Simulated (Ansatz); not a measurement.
A made-up structure of CH₂LiSi, doublet:

Li1  (0.580, -2.020, -1.577)
C2  (-0.957, 0.135, 0.214)
Si3  (0.699, -0.101, -0.157)
H4  (1.265, -1.343, -0.756)
H5  (1.769, 0.910, 0.074)
(Å)

It is relaxed with PBE-D4/def2-SVP and then PBE0-D4/def2-TZVP (Ansatz 0.2.0). Atoms count as bonded within 1.22 times the sum of their covalent radii (H–H: 0.88 Å). The end point is not checked to be a true minimum.

**Question.** Does its bonding change? (Judge from chemistry; the calculation decides.)

**Answer.** Computed: Yes. Formed: Li1–C2; broken: Li1–Si3, Li1–H4.

Where it ends: The first stage lowers the energy by 2.55 eV in 20 steps. It ends as CH₂LiSi ([Li][C][SiH2]):
Li1  (-1.787, -1.871, -0.975)
C2  (-0.176, -0.961, -0.625)
Si3  (1.290, -0.135, -0.306)
H4  (2.636, -0.594, -0.752)
H5  (1.394, 1.142, 0.457)
(Å)

Labels in which every atom is bracketed show which atoms are joined, not bond orders.

For scale, one of the runs: PBE0-D4/def2-TZVP relaxation, 94 basis functions, launched by `ansatz run in.yaml --threads 2 --pin off --events-out ev --progress --plain --max-ram 4352MiB`. Hardware: 2 CPU threads of an Arm Neoverse V1, shared host. Wall time about 16 s.
